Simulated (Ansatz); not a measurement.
# SiHF: small, medium and large basis sets

An exercise on one series of results from a longer session: the logs are not shown, and one member is left open.

Method: one geometry, several basis sets; program: Ansatz 0.2.0, Gaussian basis.

Levels to be run: PBE0-D4/def2-SVP; ωB97M-V/def2-SVP; PBE0-D4/def2-QZVPP; ωB97M-V/def2-QZVPP; CCSD(T)/cc-pV(D+d)Z; CCSD(T)/cc-pV(T+d)Z; CCSD(T)/cc-pV(Q+d)Z; the functionals' def2-TZVPP values are taken from earlier runs.

### The relaxed structure

The geometry comes from an earlier relaxation with PBE0-D4 in a triple-zeta def2 set; it is a stationary point.

SMILES `F[SiH]`, 3 atoms, charge 0, spin multiplicity 1.

Atoms are counted from 1 here; the program's logs count them from 0.

Bond lengths: F1–Si2 1.612 Å, Si2–H3 1.540 Å. Angles: F1–Si2–H3 96.3°.

The first run:

The input, in.yaml:

```yaml
crystal:
  periodic: [false, false, false]
  atoms:
    - {symbol: F, position_ang: [-1.090239, 0.024419, -0.602325]}
    - {symbol: Si, position_ang: [0.186840, 0.629368, 0.173848]}
    - {symbol: H, position_ang: [0.892399, -0.718587, 0.415277]}
basis:
  gaussian: {orbitals: def2-SVP}
hamiltonian: {xc: pbe0, dispersion: d4}
output: {orbitals: {seedname: orbitals}}
```

Among the steps run: PBE0-D4 in def2-SVP; ωB97M-V in def2-SVP; PBE0-D4 in def2-QZVPP; ωB97M-V in def2-QZVPP.

One table of the session follows, with a row left open; its other results are not shown here.

It belongs to the step «Density functionals: the series». 

| functional | basis | HOMO (eV) | LUMO (eV) |
| --- | --- | --- | --- |
| PBE0-D4 | def2-SVP | ? | ? |
| PBE0-D4 | def2-TZVPP | -6.97 | -2.65 |
| PBE0-D4 | def2-QZVPP | -7.00 | -2.69 |
| ωB97M-V | def2-SVP | -8.95 | -0.39 |
| ωB97M-V | def2-TZVPP | -9.07 | -0.60 |
| ωB97M-V | def2-QZVPP | -9.11 | -0.70 |

Q: Estimate the row for PBE0-D4, def2-SVP from the others.

**Answer.** HOMO (eV): -6.89; LUMO (eV): -2.56. In the column «HOMO (eV)» it is the highest.
